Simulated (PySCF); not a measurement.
Compound: C₆H₁₁ (doublet state).
Structure used (GFN2-xTB), in Å, numbered top down from 1:
```
atom  x, y, z in Å
C1    -1.318   -1.195   -0.319
C2    -0.824   -0.037    0.445
C3    -1.835    1.125    0.378
C4     0.533    0.460   -0.110
C5     1.597   -0.575    0.049
C6     2.746   -0.382    0.668
H7    -1.612   -2.107    0.162
H8    -1.436   -1.118   -1.383
H9    -0.687   -0.317    1.495
H10   -1.470    1.976    0.948
H11   -2.792    0.814    0.789
H12   -1.985    1.433   -0.654
H13    0.405    0.687   -1.172
H14    0.824    1.377    0.405
H15    1.360   -1.540   -0.384
H16    3.486   -1.159    0.757
H17    3.000    0.569    1.108
```

The hyperfine couplings belong to this conformer and change with its torsions.

The species is `[CH2][C@H](C)CC=C` [radical].

Method: PySCF, UKS B3LYP, pcH-1 on C H, non-relativistic, mean-field spin-orbit, GIAO. The structure is a single GFN2-xTB conformer in the gas phase; no vibrational or solvent corrections. The geometry wasn't refined by DFT: couplings that depend on bond lengths, twists or pyramidal angles can differ widely from those at the functional's own minimum. The SCF solution wasn't tested for stability.

The Mulliken spin populations are largest on C1 (+1.08) and C2 (-0.08). C1 is the only atom above +0.15. The positive populations add up to 1.18 and the negative ones to -0.18, together 2S = 1. The angles at C1 add up to 359.9°, so it is planar; its axial dipolar tensor and the negative couplings of its protons fit spin in a p orbital normal to that plane.

Q: Find Q in a(H) = Q·ρ(C) for the protons on the planar carbons that carry spin.

A: 
```tsv
H	C	ρ(C)	a(H) (G)	a/ρ (G)
H7	C1	+1.082	-23.17	-21.4
H8	C1	+1.082	-22.29	-20.6
```

These protons share one ρ (within 0.01), so their mean ratio, Q = -21.0 G, is no test of linearity.

Couplings in gauss use g_iso = 2.0026.
